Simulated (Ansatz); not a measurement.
Results of PBE (Ansatz, a quantum-chemistry and plane-wave program, plane waves, PAW) for A-type hexagonal La₂O₃.

Numerical settings: plane-wave cutoff 520 eV, 6×6×4 k mesh (along the axes of the cell as run), perturbation theory, force constants from a 6×6×2 q mesh, scalar-relativistic PAW data made under PBE.

Computed at the level's own relaxed cell.

```cif
data_La2O3
_chemical_formula_sum 'La2 O3'
_space_group_name_H-M_alt 'P 1'
_space_group_IT_number 1
_cell_length_a 3.94036
_cell_length_b 3.94036
_cell_length_c 6.18821
_cell_angle_alpha 90.000
_cell_angle_beta 90.000
_cell_angle_gamma 120.000
loop_
_space_group_symop_operation_xyz
  'x, y, z'
loop_
_atom_site_label
_atom_site_type_symbol
_atom_site_fract_x
_atom_site_fract_y
_atom_site_fract_z
_atom_site_occupancy
La1 La 0.33333 0.66667 0.24738 1
La2 La 0.66667 0.33333 0.75262 1
O1 O 0.00000 0.00000 0.00000 1
O2 O 0.33333 0.66667 0.64531 1
O3 O 0.66667 0.33333 0.35469 1
```

Harmonic phonon frequencies (cm⁻¹; i marks an imaginary mode; at Γ without the LO shift):

| q point | frequencies |
|---|---|
| Γ | 0 0 0 97 97 165 165 173 181 344 344 379 379 381 426 |
| A | 56 56 86 86 97 140 166 166 333 333 378 386 386 393 493 |
| K | 57 95 95 152 152 179 205 205 247 302 308 308 401 483 483 |

No imaginary mode appears at these points.
